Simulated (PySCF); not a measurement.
**Ionisation energy of Mg by level of theory**

Mg [Ne] 3s2 (1S) → Mg⁺ [Ne] 3s1 (2S), as a difference of total energies. Calculation: PySCF 2.14, in aug-cc-pVQZ-DK; the spin-free X2C one-electron Hamiltonian (Gaussian nucleus). Correlated levels: valence: [Ne] frozen. The calculations carry no spin-orbit coupling.

| method | ionisation energy (eV) | error (eV) |
| --- | --- | --- |
| UHF | 6.615 | -1.031 |
| MP2 (valence) | 7.281 | -0.365 |
| SCS-MP2 (valence) | 7.414 | -0.232 |
| CCSD (valence) | 7.537 | -0.109 |

Reference: 7.646 eV (measured; NIST Atomic Spectra Database, ionization energies).

Errors of the correlated levels include the incompleteness of this basis and the frozen core.

With two correlated electrons CCSD is exact in that space.
